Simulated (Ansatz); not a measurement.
Input file:

```yaml
crystal:
  periodic: [false, false, false]
  atoms:
    - {symbol: B, position_ang: [-1.321551, 0.035086, 0.000000]}
    - {symbol: H, position_ang: [-1.918284, 1.068657, 0.000000]}
    - {symbol: H, position_ang: [-1.918284, -0.998486, 0.000000]}
    - {symbol: H, position_ang: [0.068449, 0.035086, 0.000000]}
    - {symbol: N, position_ang: [1.186449, 0.035086, 0.000000]}
    - {symbol: H, position_ang: [1.455531, -0.969141, 0.000000]}
basis:
  gaussian: {orbitals: cc-pVDZ}
magnetization: {spin_polarized: false, initial_magnetization: 2}
correlation: {method: bccd_t, electrons: outside_noble_gas}
```

```sh
$ ansatz run in.yaml --threads 1 --pin off --events-out ev --progress --plain --max-ram 2393MiB
```

Log:

```
440 factors; integrals over basis functions are off by at most 1.4e-3 eV
mean field evaluation 1: about -2210.3976 eV, gradient 1.5e1 eV
mean field evaluation 2: about -2210.3976 eV, gradient 1.5e1 eV
mean field evaluation 4: about -2211.4894 eV, gradient 2.7e0 eV
mean field evaluation 8: about -2211.5154 eV, gradient 2.8e-3 eV
mean field evaluation 16: about -2211.5141 eV, gradient 2.9e-1 eV
mean field evaluation 32: about -2210.1649 eV, gradient 2.0e-2 eV
mean field evaluation 64: about -2210.1274 eV, gradient 1.8e0 eV
mean field evaluation 96: about -2206.0160 eV, gradient 2.7e1 eV
mean field evaluation 128: about -2198.6130 eV, gradient 1.9e1 eV
mean field evaluation 160: about -2196.2207 eV, gradient 2.1e1 eV
mean field evaluation 192: about -2209.0438 eV, gradient 1.6e-2 eV
mean field evaluation 224: about -2205.5326 eV, gradient 6.9e-1 eV
mean field evaluation 256: about -2207.7001 eV, gradient 1.0e-2 eV
mean field -2211.51536414 eV, -81.2716906132 hartree, gradient 9.7e-7 eV, S^2 2.000000; 7 other end points of the search recorded, 0 dependent functions left out
mean field evaluation 288: about -2208.1180 eV, gradient 1.6e0 eV
determinant -2211.51536414 eV, -81.2716906132 hartree, with singles and doubles -2219.00236519 eV, -81.5468328268 hartree
determinant -2210.16494922 eV, -81.2220637803 hartree, with singles and doubles -2217.80466824 eV, -81.5028182757 hartree
determinant -2209.04376844 eV, -81.1808611467 hartree, with singles and doubles -2216.48621208 eV, -81.4543659057 hartree
2 core orbitals not correlated: weight in the atoms' cores, before any rotation towards them, 1.000 or more for the frozen orbitals, at most 0.000 for the correlated occupied ones
reference -2211.51536414 eV, -81.2716906132 hartree; 7, 5 occupied and 39, 41 virtual orbitals, 440 factors
second order -6.26616340 eV of doubles, -0.19670845 eV of singles
cycle   1  -7.48895188 eV  change   -2.0e-3 eV  update   5.3e-3
cycle   2  -7.48733397 eV  change    1.6e-3 eV  update   2.0e-3
cycle   3  -7.48560335 eV  change    1.7e-3 eV  update   1.1e-3
cycle   4  -7.48525100 eV  change    3.5e-4 eV  update   4.7e-4
cycle   5  -7.48538007 eV  change   -1.3e-4 eV  update   2.4e-4
cycle   6  -7.48539742 eV  change   -1.7e-5 eV  update   1.0e-4
cycle   7  -7.48541004 eV  change   -1.3e-5 eV  update   3.8e-5
cycle   8  -7.48541672 eV  change   -6.7e-6 eV  update   1.3e-5
perturbative correction -0.15610897 eV, -0.0057368988 hartree
Total energy: -2219.15688983 eV, -81.5525115026 hartree
```

For the same geometry and basis UCCSDT(Q) lies 35.8 meV lower.

Ran on 1 thread of Intel Xeon 6975P-C, shared host: 3 s wall, 0.17 GiB peak host memory.
